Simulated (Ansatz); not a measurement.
**C2H2N radical: one species, many methods**

An exercise on one series of results from a longer session: the logs are not shown, and one member is left open.

Program: Ansatz 0.2.0, Gaussian basis. Level of theory: functionals in def2-TZVPP, the program's frozen cores in correlated methods. These are calculated values, not measurements.

The runs, in order: LDA (SPW92), PBE-D4, revPBE-D4, BLYP-D4, r2SCAN-D4, B97M-V, PBE0-D4, B3LYP-D4, r2SCANh-D4, r2SCAN0-D4, HSE06-D4, BHLYP-D4, CAM-B3LYP-D4, LC-ωPBE, ωB97X-V, ωB97M-V, B2PLYP, PBE-QIDH; CCSD(T)/def2-SVP; CCSD(T)/def2-TZVPP; CCSD(T)/def2-QZVPP; extrapolation to the limit; RPA on PBE.

### The geometry

The geometry comes from an earlier relaxation with PBE0-D4 in a triple-zeta def2 set; it is a stationary point.

SMILES `[CH2]C#N`, 5 atoms, charge 0, spin multiplicity 2.

Atoms are counted from 1 here; the program's logs count them from 0.

Bond lengths: C1–C2 1.376 Å, C1–H4 1.081 Å, C1–H5 1.081 Å, C2–N3 1.165 Å. Angles: C2–C1–H4 120.0°, C2–C1–H5 120.0°, H4–C1–H5 119.9°, C1–C2–N3 180.0°.

The first run:

The input, in.yaml:

```yaml
crystal:
  periodic: [false, false, false]
  atoms:
    - {symbol: C, position_ang: [-0.303916, 0.342002, -0.317425]}
    - {symbol: C, position_ang: [0.458075, -0.524011, 0.433102]}
    - {symbol: N, position_ang: [1.103008, -1.256930, 1.068259]}
    - {symbol: H, position_ang: [-1.157112, -0.027098, -0.869588]}
    - {symbol: H, position_ang: [-0.050156, 1.392337, -0.355649]}
basis:
  gaussian: {orbitals: def2-TZVPP}
magnetization: {spin_polarized: true, initial_magnetization: 1}
hamiltonian: {xc: lda}
output: {orbitals: {seedname: orbitals}}
```

Launch:

```
$ ansatz run in.yaml --threads 2 --pin off --events-out ev --progress --plain --max-ram 31744MiB --backend cpu
```

Steps of the session up to this table: LDA; PBE-D4 (GGA); revPBE-D4 (GGA); BLYP-D4 (GGA); r2SCAN-D4 (meta-GGA); B97M-V (meta-GGA); PBE0-D4 (hybrid); B3LYP-D4 (hybrid); r2SCANh-D4 (hybrid); r2SCAN0-D4 (hybrid); HSE06-D4 (hybrid); BHLYP-D4 (hybrid); CAM-B3LYP-D4 (range-separated); LC-ωPBE (range-separated); ωB97X-V (range-separated); ωB97M-V (range-separated); B2PLYP (double hybrid); PBE-QIDH (double hybrid).

One table of the session follows, with a row left open; its other results are not shown here.

It belongs to the step «Frontier levels by functional». 

| functional | HOMO (eV) | LUMO (eV) | gap (eV) |
| --- | --- | --- | --- |
| LDA (SPW92) | -6.42 | -5.20 | 1.23 |
| PBE-D4 | -6.39 | -4.67 | 1.72 |
| revPBE-D4 | -6.34 | -4.53 | 1.81 |
| BLYP-D4 | -6.19 | -4.62 | 1.57 |
| r2SCAN-D4 | -6.87 | -4.08 | 2.78 |
| B97M-V | -6.62 | -4.28 | 2.34 |
| PBE0-D4 | -7.78 | -3.47 | 4.32 |
| B3LYP-D4 | -7.44 | -3.87 | 3.58 |
| r2SCANh-D4 | -7.39 | -3.66 | 3.73 |
| r2SCAN0-D4 | -8.17 | -3.03 | 5.14 |
| HSE06-D4 | -7.37 | -3.86 | 3.52 |
| BHLYP-D4 | -9.00 | -2.28 | 6.73 |
| CAM-B3LYP-D4 | -9.09 | -2.43 | 6.66 |
| LC-ωPBE | -10.59 | -1.02 | 9.57 |
| ωB97X-V | -9.98 | -1.40 | 8.57 |
| ωB97M-V | ? | ? | ? |

Q: Estimate the row for ωB97M-V from the others.

As computed: HOMO (eV): -9.76; LUMO (eV): -1.51; gap (eV): 8.25. In the column «HOMO (eV)» it lies between ωB97X-V (-9.98) and CAM-B3LYP-D4 (-9.09).
